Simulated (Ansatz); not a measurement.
# Pulling the pair apart

The pair of HF (SMILES F, atoms 1–2) and H$_{2}$O$_{2}$ (SMILES OO, atoms 3–6), both closed shells, in one local arrangement (a lower one may exist), relaxed at PBE0-D4/def2-TZVP:

```csv
atom,x (Å),y (Å),z (Å)
F1,-0.2000,-0.4102,-1.7293
H2,0.2164,0.1600,-1.1057
O3,0.5204,0.5745,0.5162
O4,-0.0640,-0.5809,1.1126
H5,-0.0344,1.2809,0.8720
H6,-0.4384,-1.0243,0.3342
```

H$_{2}$O$_{2}$ is shifted rigidly along the line between the mean atom positions of the two fragments (negative: closer). Counterpoise interaction energies in kcal/mol. Program: Ansatz 0.2.0. Basis: def2-TZVPPD. Cores are frozen in the correlated methods.

```csv
shift (Å),wB97M-V,r2SCAN-D4,PBE-D4
-0.17,-6.54,-8.03,-7.05
-0.09,-7.52,-8.76,-7.96
0.00,-7.90,-8.93,-8.28
0.09,-7.88,-8.75,-8.22
0.20,-7.46,-8.14,-7.75
0.43,-6.13,-6.57,-6.37
0.85,-3.65,-3.84,-3.86
1.70,-1.23,-1.24,-1.31
```

**Question.** What does CCSD(T) give at these shifts? (An estimate is asked for; the value comes from the calculation.)

**Answer.** Computed: -5.28, -6.40, -6.91, -7.01, -6.74, -5.65, -3.46, -1.19 kcal/mol. For zero shift, CCSD(T) at an estimated basis limit (MP2 extrapolated from triple and quadruple zeta, plus CCSD(T) − MP2 in triple zeta) gives -7.72 kcal/mol. These are counterpoise interaction energies, counted from the two frozen fragments.

No T1 diagnostic of these runs exceeds 0.012.

For scale, one of the runs: CCSD(T)/def2-TZVPPD, 171 basis functions (an equivalent command: `ansatz run in.yaml --threads 2`). Hardware: 2 CPU threads, shared host. Wall time 40 s; peak host memory 1.6 GiB.
